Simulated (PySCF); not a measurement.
Static response to an electric field

C2H4O3S.
Cartesian coordinates in Å at the GFN2-xTB level; atoms count from 1:
```
atom  x, y, z in Å
C1     1.5717    0.3954   -0.3378
C2     0.7097    0.0247    0.5784
S3    -0.8555   -0.6407    0.0541
O4    -0.8878   -0.7938   -1.3693
O5    -1.2196   -1.7351    0.8885
O6    -1.8147    0.6155    0.4078
H7     1.3180    0.2682   -1.3776
H8     2.5363    0.8184   -0.1067
H9     0.8266    0.0784    1.6439
H10   -2.1758    0.9737   -0.4039
```

Level: PBE0/def2-SVPD (PySCF), static field, nuclei fixed, core orbitals frozen in the response. The polarisability tensor in these axes (au):

```
x   62.25  6.15 -4.08
y    6.15 48.70 -2.95
z   -4.08 -2.95 52.18
```

Problem. What are the eigenvalues, a third of the trace, and Δα (Δα² = ½Σ(αi − αj)² over the three pairs)?

Solution. Principal values 45.99, 50.82 and 66.32 au; mean 54.38 au = 8.06 Å³ = 8.97 × 10⁻⁴⁰ C²·m²/J; Δα = 18.39 au (34 % of the mean).

Problem. What is the dipole moment, and where does it point?

Solution. (2.26, 3.42, -0.16) D, 4.10 D in size, pointing from the negative to the positive side. Measured along this direction, the outermost atoms are O5 at the negative end and H8 at the positive end.

Problem. Molar refractivity from α?

Solution. Lorentz–Lorenz: R = (4π/3)N_A α = 2.5225 cm³/(mol·Å³) × 8.06 Å³ = 20.3 cm³/mol, in the limit of long wavelengths.

Problem. Traceless (Buckingham) quadrupole moment about the centre of nuclear charge: eigenvalues?

Solution. -5.93, -3.84, 9.76 D·Å. The values depend on the origin, since the dipole doesn't vanish. The electronic extent ⟨r²⟩ about the same centre is 579 bohr², a root-mean-square distance of 1.70 Å for the 56 electrons.

Problem. In a dilute gas of rigid molecules at 350 K, how does the orientational term μ²/3kT compare with the electronic polarisability?

Solution. In Gaussian units μ²/3kT = 115.92 Å³ against 8.06 Å³, a ratio of 14.39; the Debye molar polarisation (4π/3)N_A(α + μ²/3kT) is 312.7 cm³/mol, leaving out the vibrational part.

Problem. Find the Langevin capture rate constant for NH4+ (18.034 u) meeting this molecule (107.988 u), k = 2.342 × 10⁻⁹ cm³/s × √(α in Å³ / reduced mass in u).

Solution. The reduced mass is 15.45 u, so k = 1.69 × 10⁻⁹ cm³/s. The formula leaves out the permanent dipole, which adds to the capture rate.

One conformer (not necessarily the lowest) at the GFN2-xTB geometry, without solvent, vibrations or thermal averaging.

The run behind these numbers computed excited states as well. Time: 13 s wall. Hardware: an x86-64 server with one thread, on a shared host.
